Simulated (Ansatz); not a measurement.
Frontier orbitals of `FC1(F)CC1`.

```
atom   x (Å)   y (Å)   z (Å)
  F1  -1.601  -1.035  -0.099
  C2  -0.389  -0.615   0.299
  F3   0.054  -1.409   1.287
  C4  -0.100   0.824   0.342
  C5   0.560  -0.098  -0.695
  H6  -0.868   1.501  -0.008
  H7   0.518   1.187   1.153
  H8   1.607  -0.335  -0.559
  H9   0.220  -0.021  -1.720
```

The species carries charge 0 and has multiplicity 1. The structure was optimised at the PBE0-D4/def2-TZVP level. Basis def2-TZVPP, the Gaussian-basis code of Ansatz.

Orbital energies of one run (eV). Highest occupied ones, from the top: -10.78, -11.86, -13.43, -14.03, -14.91, -15.28, -15.82, -16.69, -17.81, -18.68, -20.63, -20.85, -27.72, -36.26. Empty: 3.55, 3.76, 4.03, 5.43, 5.73, 5.79.

Q: Which functional gave them?
A. HSE06 (plane-wave form)
B. LDA (SPW92)
C. r2SCANh
D. ωB97X-V

A: D. HOMO energies: ωB97X-V -10.78, r2SCANh -7.66, LDA (SPW92) -6.96, HSE06 -7.93 eV.
